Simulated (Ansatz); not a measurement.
Cost and result for the atomization energy of C3H4FNO (`C=C(O)C(=N)F`) (10 atoms, 9 bonds).

Cartesian coordinates in Å:
```
C 0.8570 -0.9077 0.6792
C 0.1896 -0.3272 -0.3143
O 0.2071 -0.7015 -1.6128
C -0.6810 0.8466 -0.0716
N -0.8515 1.3813 1.0433
F -1.2770 1.2830 -1.1903
H 0.7637 -0.5155 1.6806
H 1.4953 -1.7663 0.5072
H 0.7857 -1.4641 -1.7067
H -1.4889 2.1715 0.9855
```

Total charge 0; spin multiplicity 1. Geometry: relaxed with PBE0-D4/def2-TZVP. It is one conformer, not always the lowest. Program: Ansatz. All runs use 4 threads of an Intel Xeon Platinum 8259CL on a shared host. Times are those of one run each, without the atoms' runs, and a repeat can differ threefold. Electronic energies, without spin–orbit coupling; frozen cores. CCSD(T)/CBS adds CCSD(T) − MP2 in def2-TZVPP to the MP2 limit, and its time is that of the two runs behind it. T1 = 0.013; the RHF reference is unstable towards UHF. B3LYP takes the VWN-RPA correlation (the form of Gaussian; ORCA's B3LYP/G). HSE06 is the plane-wave form, built on full-range PBE exchange.

CCSD(T)/CBS is a level of theory with its own doubt, some kJ/mol a heavy atom from the limit and from the frozen cores, so smaller differences don't rank the functionals.

| level | functions | wall time |
| --- | --- | --- |
| revPBE-D4/def2-TZVPP | 242 | 1.9 s |
| PBE-D4/def2-TZVPP (with forces) | 242 | 2.4 s |
| PBE0-D4/def2-TZVPP | 242 | 2.4 s |
| BHLYP-D4/def2-TZVPP | 242 | 2.5 s |
| HSE06-D4/def2-TZVPP | 242 | 2.7 s |
| r2SCAN-D4/def2-TZVPP (with forces) | 242 | 3.6 s |
| B3LYP-D4/def2-TZVPP (with forces) | 242 | 3.9 s |
| B97M-V/def2-TZVPP | 242 | 6 s |
| CCSD(T)/def2-SVP | 104 | 6 s |
| ωB97M-V/def2-TZVPP (with forces) | 242 | 8 s |
| MP2/def2-QZVPP | 462 | 22 s |
| CCSD(T)/def2-TZVPP | 242 | 110 s |
| CCSD(T)/CBS(def2) | – | 2.2 min |

(1) What atomization energy does each give, and how far from CCSD(T)/CBS? (Best estimate.)

Results:

(1) Ansatz gave: 
```
                             level  atomization (kcal/mol)  difference from CCSD(T)/CBS  per bond
              revPBE-D4/def2-TZVPP                  1022.3                         15.4       1.7
   PBE-D4/def2-TZVPP (with forces)                  1056.9                         50.0       5.5
                PBE0-D4/def2-TZVPP                  1019.5                         12.6       1.4
               BHLYP-D4/def2-TZVPP                   960.8                        -46.1      -5.1
               HSE06-D4/def2-TZVPP                  1020.7                         13.8       1.5
r2SCAN-D4/def2-TZVPP (with forces)                  1014.9                          8.0       0.9
 B3LYP-D4/def2-TZVPP (with forces)                  1011.6                          4.7       0.5
                 B97M-V/def2-TZVPP                  1011.7                          4.8       0.5
                  CCSD(T)/def2-SVP                   955.2                        -51.7      -5.8
  ωB97M-V/def2-TZVPP (with forces)                  1014.2                          7.3       0.8
                    MP2/def2-QZVPP                  1026.2                         19.3       2.1
                CCSD(T)/def2-TZVPP                   977.1                        -29.8      -3.3
                 CCSD(T)/CBS(def2)                  1006.9                          0.0       0.0
```

From PBE to PBE0 (25 % exact exchange), in def2-TZVPP and without D4, the atomization energy moves by −36.6 kcal/mol: exact exchange takes away binding that semilocal exchange gives to molecules. The D4 term adds +7.0 kcal/mol with B3LYP and +3.7 kcal/mol with PBE0; it sums over pairs of atoms, weighted by their polarisabilities, and B3LYP, whose exchange is more repulsive, gets the larger term. At CCSD(T), def2-SVP lies −51.8 kcal/mol from the extrapolated value and def2-TZVPP −29.8 kcal/mol: correlation converges slowly with the basis, and small sets miss more of it in the bonded molecule than in its fragments.
